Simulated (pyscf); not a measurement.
A first-order saddle from PySCF, ωB97X-D3(BJ)/def2-SVP:

```xyz
11

Ge    -0.8785     0.0062    -0.2943
O     -0.3268     1.4966     0.7673
O      0.3077     0.0977    -1.5905
O     -2.3573     0.4757    -1.0949
O     -0.5264    -1.4825     0.5296
H     -0.4531     2.3530     0.3291
H      1.0583    -0.4921    -1.4479
H     -2.2198     0.4273    -2.0519
H     -1.0636    -1.5056     1.3409
Cl    -2.3502     0.3278     2.0657
H     -1.1025     1.3193     1.5339
```
Charge 0, spin multiplicity 1.

Surface: singlet, charge 0. Lowest wavenumbers (cm⁻¹): 225i, 110, 132, 192, 229.

Task: Name the species on either side of this saddle.

Result: `[OH][Ge]([OH])([OH])[OH]` + `[ClH]` <-> `[OH][Ge]([OH])([OH])[Cl]` + `[OH2]`, a four-centre exchange read from left to right: Ge–O, Cl–H broken and Cl–Ge, H–O formed. At ωB97M-D3(BJ)/def2-TZVP it lies +0.29 eV from the left side and +0.55 eV from the right (each side as separated species at their lowest minima found). On the reactant side the descent ends in a complex, 0.32 eV under the separated species and 0.56 eV under the saddle at ωB97X-D3(BJ)/def2-TZVP. On the product side the descent ends in a complex (not fully relaxed), 0.24 eV under the separated species and 0.82 eV under the saddle at ωB97X-D3(BJ)/def2-TZVP. This is the saddle that the search found; another between the same sides may lie lower. Elements up to Kr have no core potential and no relativistic terms here.
